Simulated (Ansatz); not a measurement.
C3H8OS (`CCS(C)=O`). Total charge 0; spin multiplicity 1. Geometry: relaxed with PBE0-D4/def2-TZVP. It is one conformer, not always the lowest.

```xyz
13

C    -0.891    1.233    0.170
C    -0.686   -0.073    0.906
S    -0.089   -1.424   -0.153
C     1.523   -0.736   -0.560
O    -0.894   -1.382   -1.398
H    -1.428    1.052   -0.763
H     0.053    1.726   -0.064
H    -1.481    1.921    0.779
H    -1.634   -0.459    1.289
H     0.006    0.003    1.749
H     2.005   -1.459   -1.218
H     2.115   -0.614    0.349
H     1.402    0.211   -1.085
```

Problem. What is the dipole moment at ωB97M-V/def2-TZVPP? (Best estimate.)

Solution. Ansatz gave: 3.90 D, with components (2.16, 1.73, 2.74) D in this frame, pointing from negative to positive charge.

Problem. And with PBE, r2SCAN, B3LYP? (Estimate.)

Solution. Computed: PBE 3.62 D, r2SCAN 3.76 D, B3LYP 3.84 D.

Problem. Give the Mulliken charges with ωB97M-V, r2SCAN, PBE in def2-TZVPP. (Best estimate.)

Solution. The calculation gave: 
```
atom  ωB97M-V  r2SCAN    PBE
  C1    -0.32   -0.18  -0.27
  C2    -0.23   -0.05  -0.13
  S3     0.49    0.46   0.39
  C4    -0.38   -0.22  -0.29
  O5    -0.57   -0.57  -0.50
  H6     0.14    0.09   0.11
  H7     0.09    0.04   0.08
  H8     0.11    0.05   0.09
  H9     0.13    0.07   0.11
 H10     0.11    0.04   0.08
 H11     0.15    0.09   0.13
 H12     0.12    0.07   0.10
 H13     0.14    0.09   0.11
```

B3LYP here is the variant with VWN-RPA as its local correlation; programs differ in this.
